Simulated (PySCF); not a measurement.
Computed spin Hamiltonian

Benzene radical anion, C6H6 (charge -1 and doublet state).
Bonds: C1–C2, C2–C3 (double), C3–C4, C4–C5 (double), C5–C6, C1–C6. Hydrogens: H7 on C1; H8 on C2; H9 on C3; H10 on C4; H11 on C5; H12 on C6.

The species is `[CH]1C=CC=C[CH-]1` (benzene radical anion) (charge -1).

Theory: PySCF 2.14.0, UKS B3LYP, IGLO-III on C, pcH-1 on H, non-relativistic, mean-field spin-orbit, GIAO. Isolated species at its PBE0-D3(BJ)/def2-SVP geometry, gas phase. Whether the extra electron is bound in the gas phase wasn't checked; a finite basis holds it in any case. Stability of the SCF solution: not tested. No frequencies were computed at this geometry's level, so the symmetric structure isn't shown to be a minimum.

- g1, g2, g3: 2.00213, 2.00273, 2.00322
- g_iso: 2.00269
- Form of g: rhombic: the two nearest values differ by 45 % of g3 − g1
- ⟨S²⟩: 0.7604 (exact 0.7500)
- α and β electrons: 22, 21
- HOMO–LUMO gap, α and β orbitals: 1.86, 5.74 eV
- Total energy: -232.28763 Eh
- Basis functions: 270

Hyperfine couplings atom by atom, in 10⁻⁴ cm⁻¹; T1 to T3 are the principal values of the dipolar part (1 × 10⁻⁴ cm⁻¹ = 2.998 MHz):

```
atom  isotope  a_iso    T1    T2    T3  Mulliken spin population
  C1      13C    6.8  -8.7  -8.3  16.9                      0.35
  C2      13C   -7.8  -3.7   1.4   2.3                     -0.11
  C3      13C    5.5  -7.8  -7.4  15.1                      0.31
  C4      13C    6.8  -8.7  -8.3  16.9                      0.35
  C5      13C   -7.8  -3.7   1.4   2.3                     -0.11
  C6      13C    5.5  -7.8  -7.4  15.1                      0.31
  H7       1H   -7.9  -4.7   0.5   4.2                     -0.03
  H8       1H    1.3  -1.0   0.2   0.9                      0.00
  H9       1H   -7.1  -4.2   0.3   3.9                     -0.02
 H10       1H   -7.9  -4.7   0.5   4.2                     -0.03
 H11       1H    1.3  -1.0   0.2   0.9                      0.00
 H12       1H   -7.1  -4.2   0.3   3.9                     -0.02
```

The Mulliken spin populations are largest on C1 (+0.35), C4 (+0.35), C3 (+0.31) and C6 (+0.31). Four atoms exceed +0.15. The positive populations add up to 1.33 and the negative ones to -0.33, together 2S = 1.

The SMILES `[CH]1C=CC=C[CH-]1` draws the unpaired electron on C1, whose computed spin population is only +0.35.

Axes: g1 is normal to the molecular plane and g2 points within 2° of the C1–C6 bond.

Under fast tumbling the dipolar parts average out, and these isotropic splittings remain: 6 × 1H (H7 (×6), I = 1/2, 7 lines) with 0.49 mT.

Nuclei that the bonding pattern makes equivalent are averaged, as if the motion that swaps them (rotation, inversion, ring flip) were fast. The 1H value of -13.6 MHz is a mean of couplings from -23.6 to 3.8 MHz in this one geometry, not an average over conformers.
